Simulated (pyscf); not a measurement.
7 gas-phase steps of one pattern: four-centre exchange on the singlet surface, Al/Ga/In–H, H–O broken and Al/Ga/In–O, H–H formed. Structures and frequencies: ωB97X-D3(BJ)/def2-SVP in PySCF. Electronic energies in eV, between the relaxed ends of the descent from the saddle (adducts or complexes of the species named), with the reactant end as zero; ΔE‡ and ΔE at ωB97X-D3(BJ)/def2-TZVP. Rows were drawn at random from the steps of this pattern with a verified saddle, stable references and a bound adduct at one end at least.

```
row                                                                                                                         step     ΔE   ΔE‡
---  ---------------------------------------------------------------------------------------------------------------------------  -----  ----
1                   AlH₃ (SMILES [AlH3]) + HO–SiH₃ (SMILES O[SiH3]) -> H₂Al–O–SiH₃ (SMILES [AlH2][O][SiH3]) + H₂ (SMILES [H][H])  -0.64  0.62
2                              H₂O (SMILES O) + F–AlH₂ (SMILES [F][AlH2]) -> HO–AlH–F (SMILES [OH][AlH][F]) + H₂ (SMILES [H][H])  -0.35     ?
3    H₂N–GaH₂ (SMILES [NH2][GaH2]) + HO–SiH₃ (SMILES O[SiH3]) → H₂N–GaH–O–SiH₃ (SMILES [NH2][GaH][O][SiH3]) + H₂ (SMILES [H][H])  -0.30  0.95
4                   InH₃ (SMILES [InH3]) + HO–SiH₃ (SMILES O[SiH3]) -> H₃Si–O–InH₂ (SMILES [SiH3][O][InH2]) + H₂ (SMILES [H][H])  -0.02  0.92
5                   H₂Ga–AsH₂ (SMILES [GaH2][AsH2]) + H₂O (SMILES O) → HO–GaH–AsH₂ (SMILES [OH][GaH][AsH2]) + H₂ (SMILES [H][H])  +0.02  1.08
6                                       GaH₃ (SMILES [GaH3]) + H₂O (SMILES O) → HO–GaH₂ (SMILES [OH][GaH2]) + H₂ (SMILES [H][H])  +0.03  1.06
7             Cl–GaH–Cl (SMILES [Cl][GaH][Cl]) + H₂O (SMILES O) -> HO–Ga(Cl)–Cl (SMILES [OH][Ga]([Cl])[Cl]) + H₂ (SMILES [H][H])  +0.41  1.46
```

Question: From a straight line through the complete rows, estimate the missing barrier and say how far the line can be trusted.

Answer: Over the 6 complete rows the means are -0.08 (ΔE) and 1.01 (ΔE‡); least squares gives b = 0.73 and a = 1.08 eV, with residuals of 0.08 eV (root mean square; largest 0.15, row 4). For row 2: 1.08 + 0.73 × (-0.35) = 0.82 eV. The computed barrier is 0.75 eV, 0.07 under the line. The line follows these rows closely. A slope of 0.73 suggests late, product-like saddles. Each barrier is that of the saddle found. Elements up to Kr have no core potential and no relativistic terms here. Elements past Kr carry the def2 core potentials, without spin-orbit coupling.
